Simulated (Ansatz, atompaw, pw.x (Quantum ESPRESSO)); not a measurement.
What a changed setting does to a pw.x run (diamond Ge)

Potential: PAW, atompaw 4.2.0.5, PBE; core [Ar] 3d10, reference 4s1.5 4p2.5; waves: 4s (bound): rc 1.85 bohr; 4s channel at 0.15 Ry: rc 2.70 bohr; 4p (bound): rc 2.70 bohr; 4p channel at 3.4 Ry: rc 2.50 bohr; 4d channel at 0.15 Ry: rc 2.70 bohr; local part: bessel scheme, radius 1.85 bohr; core correction: smooth core density matched at 1.50 bohr; augmentation: sinc compensation charge, radius 2.05 bohr; PAW radius 2.70 bohr; waves and projectors: custom rrkj gramschmidtortho.

The reference run (k-mesh 8³, cutoffs 40/400 Ry, Fermi–Dirac 0.01 Ry, mixing_beta 0.4, conv_thr 1e-9, no spin) gives 0.20 GPa at 23.951 Å³/atom, where all-electron LAPW gives 0.00 GPa. This run, with its own iteration cap, changes degauss to 0.002.

```
&control
  calculation='scf', prefix='x', pseudo_dir='./', outdir='./tmp', tstress=.true., disk_io='none'
/
&system
  ibrav=0, nat=2, ntyp=1, ecutwfc=40, ecutrho=400, nbnd=11,
  occupations='smearing', smearing='fd', degauss=0.002
/
&electrons
  conv_thr=1e-09, mixing_beta=0.4, electron_maxstep=60
/
ATOMIC_SPECIES
Ge 1.0 Ge.UPF
CELL_PARAMETERS angstrom
  0.00000000 2.88253474 2.88253474
  2.88253474 0.00000000 2.88253474
  2.88253474 2.88253474 0.00000000
ATOMIC_POSITIONS crystal
Ge 0.0000 0.0000 0.0000
Ge 0.2500 0.2500 0.2500
K_POINTS automatic
8 8 8 0 0 0
```

```bash
pw.x < Ge.scf.in > Ge.scf.out
```

**Question.** How does the run end?

**Answer.** It converges in 8 iterations; the free energy moves by +2.3 meV/atom and the pressure by -0.11 GPa. In a metal, with Fermi–Dirac smearing, F lies below its zero-width value by a term in the square of the width.

```
Message from routine setup:
     using ibrav=0 with symmetry is DISCOURAGED, use correct ibrav instead
     lattice parameter (alat)  =       7.7035  a.u.
     unit-cell volume          =     323.2587 (a.u.)^3
     number of electrons       =         8.00
     number of Kohn-Sham states=           11
     kinetic-energy cutoff     =      40.0000  Ry
     charge density cutoff     =     400.0000  Ry
     scf convergence threshold =      1.0E-09
     Exchange-correlation= SLA PW PBX PBC
     number of k points=    29  Fermi-Dirac smearing, width (Ry)=  0.0020
     negative rho (up, down):  1.170E-03 0.000E+00
     iteration #  1     ecut=    40.00 Ry     beta= 0.40
     negative rho (up, down):  1.823E-03 0.000E+00
     total energy              =    -328.29603778 Ry
     estimated scf accuracy    <       0.04904364 Ry
     iteration #  2     ecut=    40.00 Ry     beta= 0.40
     negative rho (up, down):  2.654E-03 0.000E+00
     total energy              =    -328.29238377 Ry
     estimated scf accuracy    <       0.01269705 Ry
     iteration #  3     ecut=    40.00 Ry     beta= 0.40
     negative rho (up, down):  2.754E-03 0.000E+00
     total energy              =    -328.29344027 Ry
     estimated scf accuracy    <       0.00018067 Ry
     [... 2 iterations left out ...]
     iteration #  6     ecut=    40.00 Ry     beta= 0.40
     negative rho (up, down):  2.964E-03 0.000E+00
     total energy              =    -328.29358955 Ry
     estimated scf accuracy    <       0.00000007 Ry
     iteration #  7     ecut=    40.00 Ry     beta= 0.40
     negative rho (up, down):  2.956E-03 0.000E+00
     total energy              =    -328.29358957 Ry
     estimated scf accuracy    <          4.4E-09 Ry
     iteration #  8     ecut=    40.00 Ry     beta= 0.40
     negative rho (up, down):  2.956E-03 0.000E+00
     the Fermi energy is     5.3064 ev
!    total energy              =    -328.29358958 Ry
     estimated scf accuracy    <          1.6E-10 Ry
     smearing contrib. (-TS)   =      -0.00003021 Ry
     The total energy is F=E-TS. E is the sum of the following terms:
     one-electron contribution =       5.13385891 Ry
     hartree contribution      =       1.18876703 Ry
     xc contribution           =     -14.11274062 Ry
     ewald contribution        =     -15.82257851 Ry
     one-center paw contrib.   =    -304.68086619 Ry
     convergence has been achieved in   8 iterations
     negative rho (up, down):  2.956E-03 0.000E+00
          total   stress  (Ry/bohr**3)                   (kbar)     P=        0.93
     Message from routine punch:
     Nothing written, as per user request (disk_io='none')
```

The run took about 17 s on one core of a shared host (Intel(R) Xeon(R) Platinum 8259CL CPU @ 2.50GHz, 96 threads, 755 GiB, load 57).
